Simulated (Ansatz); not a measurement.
Relaxed structures of BSiH4O, doublet (PBE0-D4/def2-TZVP; forces vanish, vibrations not checked; lower isomers may exist, and structures with a doubtful reference or unclear bonds are left out; Å). Ansatz 0.2.0; basis: def2-TZVPP; cores frozen in the correlated methods; orbitals are unrestricted.

(1) Rank them by CCSD(T) energy, lowest first, and give each one's height above the lowest. Links in brackets join atoms within 1.22 times the sum of their covalent radii (1.1 for two metals). (Judge from chemistry; the value comes from the calculation.)
A.
BSiH₄O ([BH2][SiH][OH])
```
7
angstrom
B -1.4866 -0.6312 -0.6700
Si -0.0020 -0.0196 0.3364
O 1.3188 -0.9308 0.6617
H -2.3762 0.1528 -0.8224
H -1.5264 -1.7341 -1.1226
H 0.1752 1.3228 0.9537
H 2.0219 -0.5351 1.1798
```
B.
BSiH₄O ([OH][BH]1[H][SiH]1)
```
7
angstrom
B 0.2091 -0.0523 0.2436
Si -1.3983 -0.6707 -0.8305
O 1.3695 -0.7589 0.3686
H -2.1518 0.6277 -1.0098
H -0.0240 0.2824 -1.0512
H -0.1410 0.8280 0.9838
H 1.8295 -0.5799 1.1907
```
C.
BSiH₄O ([BH][SiH2][OH])
```
7
angstrom
B -1.5334 -0.4092 -0.6396
Si 0.1900 0.2238 0.0627
O 1.1018 -1.0524 0.5812
H -2.5609 -0.0605 -1.1221
H 0.9031 0.9719 -1.0175
H -0.0645 1.1748 1.1877
H 1.9638 -0.8484 0.9475
```

No T1 diagnostic of these runs exceeds 0.026. ⟨S²⟩ of the unrestricted Hartree–Fock references: 0.76 to 0.83 (a pure state has 0.75). The unrestricted reference is spin-contaminated, which hurts MP2 most.

Results:

(1) By the calculation: A (0.000 eV), B (0.654 eV), C (1.063 eV). Heights count from the lowest.

For scale, one of the runs: CCSD(T)/def2-TZVPP, 160 basis functions, launched by `ansatz run in.yaml --threads 2 --pin off --events-out ev --progress --plain --max-ram 4352MiB`. Time: 71 s of wall clock on 2 CPU threads of an Arm Neoverse V1; the host was shared. Peak host memory: 2.7 GiB.
